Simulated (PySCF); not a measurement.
# State search for NO⁺

Unrestricted PBE0; basis N aug-cc-pVDZ, O aug-cc-pVDZ; no relativity; PySCF 2.14. Outer shells of the fragments: N 2s2 2p3; O+ 2s2 2p3.

Followed along the bond (rough minima from three points):

```json
{"2Ms+1": "1", "unpaired": "none", "⟨S²⟩ at the start": "0.28", "R at minimum (Å)": "1.07", "Te (eV)": "0.00"}
{"2Ms+1": "3", "unpaired": "π ↑↑", "⟨S²⟩ at the start": "2.01", "R at minimum (Å)": "1.28", "Te (eV)": "6.46"}
{"2Ms+1": "5", "unpaired": "π ↑↑↑↑", "⟨S²⟩ at the start": "6.02", "R at minimum (Å)": "none in the scan", "Te (eV)": "≤ 8.98"}
```

Solutions found at the starting distance of 1.355 Å, counted from the lowest of them; the search is not exhaustive and high or unbound solutions are not listed, so other states can lie among these:

```json
{"2Ms+1": "1", "unpaired": "none", "term": "¹Σ⁺", "E (eV)": "0.00", "⟨S²⟩": "0.28", "⟨Lz²⟩": "0.00", "μ (D)": "-0.90"}
{"2Ms+1": "3", "unpaired": "π ↑↑", "term": "mixed", "E (eV)": "2.90", "⟨S²⟩": "2.01", "⟨Lz²⟩": "2.01", "μ (D)": "-0.50"}
{"2Ms+1": "3", "unpaired": "π ↑↑", "term": "mixed", "E (eV)": "3.86", "⟨S²⟩": "2.01", "⟨Lz²⟩": "2.00", "μ (D)": "-0.74"}
{"2Ms+1": "1", "unpaired": "π ↑↓", "term": "mixed", "E (eV)": "4.13", "⟨S²⟩": "1.00", "⟨Lz²⟩": "2.01", "μ (D)": "-0.84"}
{"2Ms+1": "3", "unpaired": "σ ↑, π ↑", "term": "³Π", "E (eV)": "4.38", "⟨S²⟩": "2.24", "⟨Lz²⟩": "1.01", "μ (D)": "-1.48"}
{"2Ms+1": "5", "unpaired": "π ↑↑↑↑", "term": "⁵Σ⁺", "E (eV)": "6.06", "⟨S²⟩": "6.02", "⟨Lz²⟩": "0.00", "μ (D)": "1.05"}
{"2Ms+1": "5", "unpaired": "σ ↑, π ↑↑↑", "term": "⁵Π", "E (eV)": "6.31", "⟨S²⟩": "6.01", "⟨Lz²⟩": "1.00", "μ (D)": "-1.12"}
```

A term symbol is given only where ⟨S²⟩ and ⟨Lz²⟩ are close to those of a pure state; real π, δ and φ orbitals otherwise mix terms. A positive dipole points towards O; it is taken about the centre of mass and depends on that origin.

Task: Compare the gap between the two lowest followed solutions at the starting distance with the gap between their minima.

Result: At PBE0 the second solution (triplet, unpaired electrons π ↑↑) lies +2.90 eV from the first (singlet, closed shell) at 1.355 Å and +6.46 eV at the minima; the two curves relax by different amounts, since their minima lie near 1.28 and 1.07 Å.

The measured ground state is X ¹Σ+ (Huber and Herzberg, Constants of Diatomic Molecules (1979)).

Counting both spins, an empty level lies below a filled one in some of these solutions, because spin and occupation are held.
